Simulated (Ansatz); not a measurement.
**How methods differ on SiNH4 (SMILES N[SiH2])**

SiNH4: 6 atoms, total charge 0, spin state doublet. As SMILES, `N[SiH2]`. Geometry: relaxed at PBE0-D4/def2-TZVP. This is one conformer, not always the lowest.

```xyz
6

N    -0.0623   -0.8635    0.0209
Si    0.3074    0.8153    0.1616
H     0.5650   -1.4759   -0.4764
H    -0.5036   -1.3465    0.7876
H     0.6574    1.3078   -1.2041
H    -0.9216    1.4989    0.6643
```

Each level gives the energy change with the N1–Si2 bond stretched from 1.725 to 4.312 Å (eV). The values are calculated.

```csv
level,kind,program,value (eV),less FCI/STO-3G,CPU time (all runs)
UBLYP/STO-3G,GGA,Ansatz,4.63,+0.82,3.8 s
U-r2SCAN0/STO-3G,hybrid meta-GGA,Ansatz,4.55,+0.74,12 s
UBHLYP/STO-3G,global hybrid,Ansatz,4.31,+0.50,4.4 s
U-wB97M-V/STO-3G,range-separated hybrid,Ansatz,4.61,+0.80,38 s
RPA@PBE/STO-3G,RPA,Ansatz,3.73,-0.08,6.2 s
UMP2/STO-3G,perturbation theory,Ansatz,3.97,+0.16,0.36 s
UCCSDTQ/STO-3G,coupled cluster or CI,Ansatz,3.81,0.00,76 s
FCI/STO-3G,exact in the basis,Ansatz,3.81,0.00,12 s
```

FCI/STO-3G is exact within its basis and frozen core, so for wave-function methods in that basis the difference is their error; functionals converge differently with the basis, so for them it is only a difference. The first shape isn't each level's own minimum. The values span 3.73 to 4.63 eV. Spin contamination of the reference (⟨S²⟩ at least 0.1 too high) touches U-r2SCAN0/STO-3G, UBHLYP/STO-3G, RPA@PBE/STO-3G, UMP2/STO-3G, UCCSDTQ/STO-3G. All rows use very small basis sets, so none should be taken for the real molecule's value. Times are those of the runs behind each value, whatever else they computed, on shared processors of several kinds: orders of magnitude only.
